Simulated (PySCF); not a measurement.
Species: CClF3.
Geometry (GFN2-xTB, Å), atoms numbered from 1 in this order:
```xyz
5
CClF3 angstrom
F     -0.493   -0.806   -0.967
C     -0.072    0.006   -0.012
F     -0.407    1.242   -0.344
F     -0.703   -0.307    1.107
Cl     1.685   -0.132    0.199
```

The closed-shell SCF was solved with PySCF and density fitting under several settings on one GFN2-xTB geometry (grid level 2 and gas phase unless stated).

```
         settings  basis functions  SCF cycles     E (Eh)  HOMO (eV)  LUMO (eV)  dipole (D)
    PBE0/pcSseg-1               92          12  -797.3164     -10.13       0.02        0.27
  B3LYP/def2-SVPD              116          11  -797.4710      -9.90      -0.75        0.40
    PBE0/pcSseg-0               49          10  -796.0319     -10.38       0.08        0.17
mPW1PW91/pcSseg-2              187          11  -797.9461     -10.15      -0.24        0.35
```

**Question.** Estimate the rows for these settings: (1) revPBE/pcSseg-0, energy threshold 1e-07 Eh; (2) OLYP/def2-TZVPP, energy threshold 1e-08 Eh, start guess sap.

**Answer.** 
```tsv
settings	basis functions	SCF cycles	E (Eh)	HOMO (eV)	LUMO (eV)	dipole (D)
revPBE/pcSseg-0, energy threshold 1e-07 Eh	49	7	-796.3269	-8.57	-0.83	0.02
OLYP/def2-TZVPP, energy threshold 1e-08 Eh, start guess sap	166	11	-797.9391	-8.33	-1.08	0.25
```

**Question.** Over all rows, what range does the HOMO–LUMO gap span?

**Answer.** From 7.25 eV (OLYP/def2-TZVPP, energy threshold 1e-08 Eh, start guess sap) to 10.46 eV (PBE0/pcSseg-0). The functional of the narrowest has no exact exchange, that of the widest 25 % exact exchange.

**Question.** Compare two rows with the functional PBE0: PBE0/pcSseg-1 and PBE0/pcSseg-0. Which energy is lower, and by how much?

**Answer.** PBE0/pcSseg-1 (92 functions) lies 1.2845 Eh or 806 kcal/mol below PBE0/pcSseg-0 (49 functions).

Cycle counts include a coarse-grid stage where the run had one.
